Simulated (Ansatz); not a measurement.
**BH3O− (SMILES [BH2-]O) at RPA@PBE/STO-3G**

What is the vertical ionisation energy of BH3O− at RPA@PBE/STO-3G? 

Program for the calculation: Ansatz 0.2.0.

1 further run of the same task is left out (set aside as unsound or not needed).

## 1. The molecule

The species is BH3O− (5 atoms), meant as a doublet with charge -1. SMILES: `[BH2-]O`. Geometry: relaxed at GFN2-xTB.

Bond lengths: B1–O2 1.527 Å, B1–H3 1.267 Å, B1–H4 1.267 Å, O2–H5 0.963 Å. Angles: B1–O2–H5 108.2°, O2–B1–H3 111.7°, O2–B1–H4 111.8°, H3–B1–H4 109.5°.

## 2. A single-point energy at RPA@PBE/STO-3G

in.yaml reads:

```yaml
crystal:
  periodic: [false, false, false]
  atoms:
    - {symbol: B, position_ang: [-0.558550, -0.234200, 0.180320]}
    - {symbol: O, position_ang: [0.255120, 1.054670, 0.280220]}
    - {symbol: H, position_ang: [0.033680, -1.207330, 0.735040]}
    - {symbol: H, position_ang: [-0.823360, -0.530130, -1.022660]}
    - {symbol: H, position_ang: [1.093110, 0.916990, -0.172930]}
basis:
  gaussian:
    orbitals: STO-3G
total_charge: -1
magnetization:
  spin_polarized: true
  initial_magnetization: 1
hamiltonian:
  xc: pbe
correlation:
  method: rpa
  frozen_orbitals: {B: 1, H: 0, O: 1}
accuracy: high
```

On the command line:

```sh
$ ansatz run in.yaml --threads 1 --pin off --max-ram 2610MiB --events-out events.jsonl --progress --plain --runs-dir runs
```

Standard output:

```text
Warning: RAYON_NUM_THREADS=1 ignored (pool sized by the plan → 1); use --threads N
Functional definition: PBE
  name "PBE"
  parameter kappa = 0.804
  parameter beta = 0.06672455060314922
  exchange = pbe_x(kappa = kappa, mu = beta*pi^2/3)
  correlation = pbe_c(beta = beta)
208 factors; integrals over basis functions are off by at most 5.0e-8 eV
mean field evaluation 1: about -2707.6003 eV, gradient 4.0e1 eV
mean field evaluation 2: about -2707.5504 eV, gradient 4.0e1 eV
mean field evaluation 4: about -2722.6811 eV, gradient 1.8e1 eV
mean field evaluation 8: about -2725.4633 eV, gradient 2.3e0 eV
mean field evaluation 16: about -2725.4980 eV, gradient 1.1e-4 eV
mean field evaluation 32: about -2693.5163 eV, gradient 1.1e1 eV
mean field -2725.49797637 eV, -100.1602032226 hartree, gradient 6.6e-8 eV, S^2 0.751948; 1 other end points of the search recorded, 0 dependent functions left out
2 core orbitals not correlated: weight in the atoms' cores, before any rotation towards them, 1.000 or more for the frozen orbitals, at most 0.000 for the correlated occupied ones
reference -2713.65595411 eV, -99.7250169313 hartree; 7, 6 occupied and 4, 5 virtual orbitals, 208 factors
Total energy: -2717.70293999 eV, -99.8737409195 hartree
```

Run time: 1.7 s. Hardware: 1 thread of Arm Neoverse V1, shared host; peak memory 0.11 GiB.

## 3. Singlet neutral BH3O, same level

input.yaml reads:

```yaml
crystal:
  periodic: [false, false, false]
  atoms:
    - {symbol: B, position_ang: [-0.558550, -0.234200, 0.180320]}
    - {symbol: O, position_ang: [0.255120, 1.054670, 0.280220]}
    - {symbol: H, position_ang: [0.033680, -1.207330, 0.735040]}
    - {symbol: H, position_ang: [-0.823360, -0.530130, -1.022660]}
    - {symbol: H, position_ang: [1.093110, 0.916990, -0.172930]}
basis:
  gaussian: {orbitals: STO-3G}
correlation: {method: rpa, frozen_orbitals: {B: 1, H: 0, O: 1}}
hamiltonian: {xc: pbe}
accuracy: high
```

On the command line:

```sh
$ ansatz run input.yaml --threads 1 --pin off --max-ram 2610MiB --events-out events.jsonl --progress --plain --runs-dir runs
```

Standard output, shortened:

```text
Warning: RAYON_NUM_THREADS=1 ignored (pool sized by the plan → 1); use --threads N
[... 6 set-up lines as earlier in the session ...]
208 factors; integrals over basis functions are off by at most 5.0e-8 eV
mean field evaluation 1: about -2728.1721 eV, gradient 1.8e1 eV
mean field evaluation 2: about -2728.1115 eV, gradient 1.8e1 eV
mean field evaluation 4: about -2728.9258 eV, gradient 9.4e0 eV
mean field evaluation 8: about -2729.2636 eV, gradient 1.1e-1 eV
mean field evaluation 16: about -2729.2636 eV, gradient 2.6e-6 eV
mean field -2729.26361499 eV, -100.2985878897 hartree, gradient 4.3e-8 eV, S^2 0.000000; 1 other end points of the search recorded, 0 dependent functions left out
2 core orbitals not correlated: weight in the atoms' cores, before any rotation towards them, 1.000 or more for the frozen orbitals, at most 0.000 for the correlated occupied ones
reference -2717.30532069 eV, -99.8591286798 hartree; 6, 6 occupied and 5, 5 virtual orbitals, 208 factors
Total energy: -2722.30822956 eV, -100.0429821894 hartree
```

Run time: 1.1 s. Hardware: 1 thread of Arm Neoverse V1, shared host.

## 4. Summary of results

Level: RPA@PBE/STO-3G, 2 core orbitals frozen.

```
                                              quantity          value
                           doublet BH3O−: total energy   -99.87374 Eh
       doublet BH3O−: RPA correlation energy (valence)     -148.7 mEh
      doublet BH3O−: ⟨S²⟩ of the reference determinant          0.752
                    singlet neutral BH3O: total energy  -100.04298 Eh
singlet neutral BH3O: RPA correlation energy (valence)     -183.9 mEh
   vertical detachment energy (to the singlet neutral)      -4.605 eV
```

**Reading.** The species is unbound against losing an electron at this level, by 4.61 eV (−444 kJ/mol); missing correlation or diffuse functions can give that sign where the real anion is bound. Only the singlet of the ionised species was computed; a triplet could lie lower. In a minimal basis such a difference can be off by several eV, whatever the method.
